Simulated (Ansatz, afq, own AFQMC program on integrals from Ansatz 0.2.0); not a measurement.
**Where AFQMC and coupled cluster stand for SiHCl, triplet**

| atom | x (Å) | y (Å) | z (Å) |
| --- | --- | --- | --- |
| Cl | 0.0000 | 0.0000 | -1.7103 |
| H | 0.0000 | 0.0000 | -0.0913 |
| Si | 0.0000 | 0.0000 | 1.8017 |

Connectivity, by distances: ClH ··· Si.

Basis cc-pVTZ. Noble-gas cores (and the filled d shells of Ga–Kr and In–Xe) are frozen. AFQMC by an in-house program on the Cholesky factors that Ansatz 0.2.0 writes for its CCSD(T) run. The CISD trial takes its coefficients from CCSD amplitudes. Released means that phaseless walkers are propagated on without the constraint, phases kept. ± is one standard error of the sampling.

Determinant: UHF, the one that the program's search chose, which needn't be the lowest solution. The geometry is a point of a scan.

No full CI on the walks' own integrals is used here; CCSDT(Q) serves as the reference and is uncertain by about the last step of the cluster series.

Cautions: lower spins were not checked; the released energies move by 1.5 errors or more from one time to the next, so no released level is given (meV from the phaseless value at times in 1/Eh: -4 ± 5 at 0.24, -8 ± 6 at 0.51, -6 ± 4 at 0.99, -2 ± 4 at 1.62, -25 ± 6 at 2.40), though the last usable value meets CCSDT(Q) within the noise.

```
T1 diagnostic                               : 0.0160
weight of the determinant in the CISD state : 0.851
⟨S²⟩ of the determinant                     : 2.048
size of the correlated space                : 12 electrons in 72 orbitals
```

Reference: CCSDT(Q), correlation energy -8.753 eV.

| level | E − E(reference) (kJ/mol) | share of correlation (%) |
| --- | --- | --- |
| HF | 844.5 | 0.00 |
| MP2 | 137.3 | 83.74 |
| CCSD | 38.6 | 95.42 |
| CCSD(T) | 5.6 | 99.34 |
| CCSDT | 1.7 | 99.80 |
| ph-AFQMC/CISD | 1.4 ± 0.5 | 99.83 |

A walk keeps the symmetry of its determinant, which the program's search chose and which needn't be the lowest solution, so a lower state of the same spin and another symmetry isn't excluded.
